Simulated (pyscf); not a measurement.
H₂Ga–PH–GeH₃ + hydrogen (H₂) -> H₂P–GeH₃ + gallane (GaH₃), a four-centre exchange (singlet surface; Ga–P, H–H broken, H–P, Ga–H formed). Single points on ωB97X-D3(BJ)/def2-SVP structures (PySCF, gas phase). Energies in kcal/mol from the separated reactants.

Small-basis levels: PySCF, no dispersion term, spherical d functions. 

In single points SVWN5/6-31G*+LANL2DZ puts the saddle at 18.6 kcal/mol and the reaction energy at +9.7 kcal/mol. Should these be trusted to within a few kcal/mol? Compare with ωB97M-D3(BJ)/def2-TZVP.

ωB97M-D3(BJ)/def2-TZVP gives ΔE‡ = 29.9 kcal/mol and ΔE = +7.6 kcal/mol. SVWN5/6-31G*+LANL2DZ lies 11.3 kcal/mol under it in the barrier and 2.1 kcal/mol over it in the reaction energy, so on this step it does not hold to within 3.0 kcal/mol. ωB97M-D3(BJ)/def2-TZVP has limits of its own. On the product side the descent ends in a complex, 6.0 kcal/mol under the separated species and 22.8 kcal/mol under the saddle at ωB97X-D3(BJ)/def2-TZVP. At the saddle there is also a short Ga–H contact that neither side keeps. One saddle was located; it need not be the lowest between these sides. In the def2 sets elements up to Kr have no core potential.
